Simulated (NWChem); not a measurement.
Everything below was run with NWChem. System: OSi, charge 0, spin multiplicity 1, displaced from the optimised geometry.

Input file:

```
start mol
memory heap 200 mb stack 900 mb global 1100 mb
geometry units angstroms nocenter noautoz noautosym
  Si     0.000000     0.000000     0.553938
  O      0.000000     0.000000    -2.492720
end
basis spherical
  * library cc-pvdz
end
dft
  xc xpbe96 cpbe96
  semidirect memsize 60000000 filesize 0
  iterations 100
end
task dft energy
```

The output up to the point where the run's verdict is printed (cleaned and shortened):

```
             Northwest Computational Chemistry Package (NWChem) 7.3.0
             --------------------------------------------------------

                                NWChem Input Module
                                -------------------

 Scaling coordinates for geometry "geometry" by  1.889725989
 (inverse scale =  0.529177249)

                             Geometry "geometry" -> ""
                             -------------------------

 Output coordinates in angstroms (scale by  1.889725989 to convert to a.u.)

  No.       Tag          Charge          X              Y              Z
 ---- ---------------- ---------- -------------- -------------- --------------
    1 Si                  14.0000     0.00000000     0.00000000     0.55393800
    2 O                    8.0000     0.00000000     0.00000000    -2.49272000

 Effective nuclear repulsion energy (a.u.)      19.4533984083

            Nuclear Dipole moment (a.u.)
            ----------------------------
        X                 Y               Z
 ---------------- ---------------- ----------------
     0.0000000000     0.0000000000   -23.0293876448


 Summary of "ao basis" -> "" (spherical)
 ------------------------------------------------------------------------------
       Tag                 Description            Shells   Functions and Types
 ---------------- ------------------------------  ------  ---------------------
 *                          cc-pvdz                   on all atoms

  pbe96 is a nonlocal functional; adding pw91lda local functional.

                                 NWChem DFT Module
                                 -----------------

 Summary of "ao basis" -> "ao basis" (spherical)
 ------------------------------------------------------------------------------
       Tag                 Description            Shells   Functions and Types
 ---------------- ------------------------------  ------  ---------------------
 Si                         cc-pvdz                  8       18   4s3p1d
 O                          cc-pvdz                  6       14   3s2p1d

 Summary of "ao basis" -> "ao basis" (spherical)
[...]
 d= 0,ls=0.0,diis    52   -362.3195953447  3.87D-01  8.72D-03  1.13D+01     2.2
 d= 0,ls=0.0,diis    53   -362.4929636762 -1.73D-01  1.11D-01  1.03D+01     2.3
 d= 0,ls=0.0,diis    54   -356.7466906102  5.75D+00  2.63D-03  1.07D+01     2.3
 d= 0,ls=0.0,diis    55   -356.7590090310 -1.23D-02  1.08D-02  1.04D+01     2.3
 d= 0,ls=0.0,diis    56   -356.7622604815 -3.25D-03  7.40D-03  1.04D+01     2.4
 d= 0,ls=0.0,diis    57   -356.9628349134 -2.01D-01  5.03D-03  9.76D+00     2.4
 d= 0,ls=0.0,diis    58   -356.9006172696  6.22D-02  2.84D-03  9.88D+00     2.4
 d= 0,ls=0.0,diis    59   -356.9407953050 -4.02D-02  3.57D-03  9.75D+00     2.5
 d= 0,ls=0.0,diis    60   -356.8730662471  6.77D-02  1.15D-01  1.02D+01     2.5
 d= 0,ls=0.0,diis    61   -361.7650503574 -4.89D+00  9.53D-03  1.53D+01     2.6
 d= 0,ls=0.0,diis    62   -361.6955859582  6.95D-02  1.57D-02  1.54D+01     2.6
 d= 0,ls=0.0,diis    63   -361.2978999229  3.98D-01  5.58D-02  1.77D+01     2.6
 d= 0,ls=0.0,diis    64   -359.2524705969  2.05D+00  4.92D-02  2.91D+01     2.7
 d= 0,ls=0.0,diis    65   -361.2045243270 -1.95D+00  5.69D-03  1.84D+01     2.7
 d= 0,ls=0.0,diis    66   -361.3310521102 -1.27D-01  7.12D-03  1.74D+01     2.7
 d= 0,ls=0.0,diis    67   -361.3941211156 -6.31D-02  2.14D-02  1.69D+01     2.8
 d= 0,ls=0.0,diis    68   -362.0010652243 -6.07D-01  1.70D-02  1.35D+01     2.8
 d= 0,ls=0.0,diis    69   -362.4429645587 -4.42D-01  1.05D-01  1.02D+01     2.8
 d= 0,ls=0.0,diis    70   -357.5191418073  4.92D+00  3.72D-02  8.99D+00     2.9
 d= 0,ls=0.0,diis    71   -360.4192550749 -2.90D+00  4.54D-02  1.84D+01     2.9
 d= 0,ls=0.0,diis    72   -357.0708663025  3.35D+00  4.59D-03  9.36D+00     2.9
 d= 0,ls=0.0,diis    73   -357.1718458527 -1.01D-01  3.99D-02  9.14D+00     3.0
 d= 0,ls=0.0,diis    74   -359.6995304959 -2.53D+00  9.07D-02  1.86D+01     3.0
 d= 0,ls=0.0,diis    75   -363.0195300737 -3.32D+00  9.86D-02  6.26D+00     3.1
 d= 0,ls=0.0,diis    76   -358.0091543367  5.01D+00  3.49D-03  1.23D+01     3.1
 d= 0,ls=0.0,diis    77   -357.9368312909  7.23D-02  3.02D-02  1.16D+01     3.1
 d= 0,ls=0.0,diis    78   -360.3699430293 -2.43D+00  9.14D-02  1.82D+01     3.2
 d= 0,ls=0.0,diis    79   -362.7099881939 -2.34D+00  9.50D-03  7.62D+00     3.2
 d= 0,ls=0.0,diis    80   -362.5606798136  1.49D-01  9.33D-02  8.89D+00     3.2
 d= 0,ls=0.0,diis    81   -360.5041103204  2.06D+00  2.15D-02  1.87D+01     3.3
 d= 0,ls=0.0,diis    82   -362.3428989300 -1.84D+00  2.65D-02  1.47D+01     3.3
 d= 0,ls=0.0,diis    83   -363.9243827826 -1.58D+00  4.89D-02  2.71D+00     3.3
 d= 0,ls=0.0,diis    84   -363.5836975676  3.41D-01  1.26D-02  3.11D+00     3.4
 d= 0,ls=0.0,diis    85   -363.8818518613 -2.98D-01  1.67D-02  2.18D+00     3.4
 d= 0,ls=0.0,diis    86   -363.4563372023  4.26D-01  1.35D-03  3.52D+00     3.4
 d= 0,ls=0.0,diis    87   -363.4234834622  3.29D-02  9.35D-04  3.61D+00     3.5
 d= 0,ls=0.0,diis    88   -363.4489053706 -2.54D-02  6.74D-03  3.52D+00     3.5
 d= 0,ls=0.0,diis    89   -363.6235300869 -1.75D-01  5.32D-03  3.04D+00     3.6
 d= 0,ls=0.0,diis    90   -363.4804550057  1.43D-01  9.08D-04  3.48D+00     3.6
 d= 0,ls=0.0,diis    91   -363.5035482881 -2.31D-02  5.35D-04  3.42D+00     3.6
 d= 0,ls=0.0,diis    92   -363.4941587151  9.39D-03  5.17D-03  3.46D+00     3.7
 d= 0,ls=0.0,diis    93   -363.6299643997 -1.36D-01  7.00D-02  3.06D+00     3.7
 d= 0,ls=0.0,diis    94   -361.9489910570  1.68D+00  7.43D-02  1.51D+01     3.7
 d= 0,ls=0.0,diis    95   -363.3955534960 -1.45D+00  1.94D-03  4.05D+00     3.8
 d= 0,ls=0.0,diis    96   -363.3813686852  1.42D-02  3.40D-04  4.32D+00     3.8
 d= 0,ls=0.0,diis    97   -363.3913016466 -9.93D-03  1.85D-03  4.28D+00     3.8
 d= 0,ls=0.0,diis    98   -363.4338497921 -4.25D-02  1.21D-02  4.22D+00     3.9
 d= 0,ls=0.0,diis    99   -363.7759514871 -3.42D-01  5.02D-03  2.92D+00     3.9
 d= 0,ls=0.0,diis   100   -363.9044900790 -1.29D-01  1.48D-02  2.22D+00     4.0
```

The run did not converge; its last values are not results. The next line reads: Calculation failed to converge. NWChem stopped with the message: dft energy failed.
